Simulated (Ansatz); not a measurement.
Geometry optimisation, RKS PBE-D4/def2-SVP in Ansatz 0.2.0.

Input file:

```yaml
crystal:
  periodic: [false, false, false]
  atoms:
    - { symbol: Si, position_ang: [0.0, 0.0, 0.0] }
    - { symbol: O, position_ang: [0.0, 0.0, 1.68] }
    - { symbol: Si, position_ang: [-1.3147, -0.4067, 2.6436] }
    - { symbol: H, position_ang: [-2.239, -1.2403, 1.8804] }
    - { symbol: H, position_ang: [-0.8506, -1.1432, 3.8157] }
    - { symbol: H, position_ang: [-1.9987, 0.8095, 3.0733] }
    - { symbol: H, position_ang: [1.3768, 0.0, -0.4862] }
    - { symbol: H, position_ang: [-0.6877, 1.1914, -0.4862] }
    - { symbol: H, position_ang: [-0.6877, -1.1914, -0.4862] }
basis:
  gaussian: { orbitals: def2-SVP }
hamiltonian:
  xc: pbe
  dispersion: d4
relax:
  f_tol: 0.02
  max_steps: 40
output:
  orbitals: {}
```

Command:

```bash
$ ansatz run input.yaml --threads 1 --pin off --max-ram 2048MiB --backend cpu --events-out ev --progress --plain --runs-dir out
```

Q: Where does it end, and by what steps?

A: The forces met the threshold. The force dipped under the threshold on the way, but the program's further checks kept it going. After 12 steps the energy has fallen by 0.165 eV; H4 moved furthest, 0.55 Å.

```
step  energy less start (eV)  largest force component (eV/Å)  accepted
   0                  0.0000                           0.741       yes
   1                 -0.1151                           0.203       yes
   2                 -0.1363                           0.206       yes
   3                 -0.1573                           0.264       yes
   4                 -0.1583                           0.087       yes
   5                 -0.1632                           0.027       yes
   6                 -0.1639                           0.004       yes
   7                 -0.1560                           0.255        no
   8                 -0.1645                           0.029       yes
   9                 -0.1649                           0.023       yes
  10                 -0.1652                           0.016       yes
  11                 -0.1652                           0.024        no
  12                 -0.1653                           0.007       yes
```

```xyz
9
Properties=species:S:1:pos:R:3
Si 0.023 0.015 -0.091
O -0.189 -0.312 1.536
Si -1.368 -0.468 2.713
H -2.365 -1.529 2.325
H -0.693 -0.860 3.995
H -2.098 0.836 2.906
H 1.491 -0.062 -0.391
H -0.488 1.392 -0.425
H -0.715 -0.993 -0.934
```

The run took 44 s on 1 thread of Arm Neoverse N1, on a shared host, peak memory 0.14 GiB.
